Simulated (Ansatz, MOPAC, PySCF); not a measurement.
Breaking a bond: SH, doublet.

- UKS-M06-2X/6-31G* = unrestricted M06-2X/6-31G*, spherical d run with PySCF
- PM3, unrestricted, heats of formation (MOPAC)
- UMP2/3-21G = unrestricted MP2 (frozen core)/3-21G (PySCF)
- FCI = full CI/aug-cc-pVDZ, frozen core (Ansatz, a program for electronic structure)

Energies relative to the lowest point of each curve between 1.13 and 1.63 Å, where full CI is lowest, in mEh; the last columns give the difference from FCI:

```
R / Å  UKS-M06-2X/6-31G*    PM3  UMP2/3-21G    FCI  UKS-M06-2X/6-31G* − FCI  PM3 − FCI  UMP2/3-21G − FCI
-----  -----------------  -----  ----------  -----  -----------------------  ---------  ----------------
0.98               136.0   57.4       144.7  142.5                     -6.6      -85.1               2.2
1.06                69.9   24.8        76.8   75.3                     -5.5      -50.5               1.5
1.13                34.4    9.6        39.9   38.6                     -4.2      -29.0               1.4
1.19                15.8    3.2        20.1   18.8                     -3.1      -15.7               1.3
1.25                 5.1    0.4         8.2    7.1                     -2.0       -6.6               1.1
1.28                 2.1    0.0         4.5    3.6                     -1.4       -3.6               0.9
1.32                 0.1    0.0         1.4    0.8                     -0.8       -0.8               0.6
1.37                 0.0    0.9         0.0    0.0                      0.0        0.9               0.0
1.42                 2.1    2.4         0.7    1.4                      0.7        1.0              -0.7
1.47                 5.9    4.8         2.9    4.5                      1.3        0.2              -1.6
1.55                14.3   10.5         8.9   12.0                      2.2       -1.5              -3.1
1.63                24.6   19.1        17.2   21.5                      3.1       -2.4              -4.3
1.73                38.8   33.7        31.1   34.7                      4.2       -1.0              -3.6
1.82                52.2   48.9        45.2   46.8                      5.4        2.1              -1.6
2.00                78.3   76.9        65.6   69.7                      8.7        7.3              -4.0
2.20               101.7   97.6        77.7   90.3                     11.4        7.3             -12.6
2.40               115.9  109.9        84.0  105.2                     10.7        4.7             -21.2
2.66               124.6  119.3        88.0  117.0                      7.6        2.3             -29.0
2.98               129.2  125.1        90.2  123.8                      5.5        1.4             -33.6
3.43               131.9  128.0        91.3  127.0                      4.9        1.0             -35.7
3.97               132.8  128.8        91.7  128.0                      4.8        0.8             -36.3
4.59               133.0  128.9        91.8  128.3                      4.8        0.7             -36.4
```

UKS-M06-2X/6-31G* is furthest from FCI at 2.20 (11.4 mEh, above); its mean absolute difference over the points is 4.5 mEh.

PM3 is furthest from FCI at 0.98 (-85.1 mEh, below); its mean absolute difference over the points is 10.3 mEh.

UMP2/3-21G is furthest from FCI at 4.59 (-36.4 mEh, below); its mean absolute difference over the points is 10.6 mEh.

The unrestricted determinant behind UKS-M06-2X/6-31G* is spin-contaminated at 2.20 to 4.59 Å (<S²> up to 1.8, against 0.75 for a pure doublet). The unrestricted determinant behind UMP2/3-21G is spin-contaminated at 1.73 to 4.59 Å (<S²> up to 1.8, against 0.75 for a pure doublet).
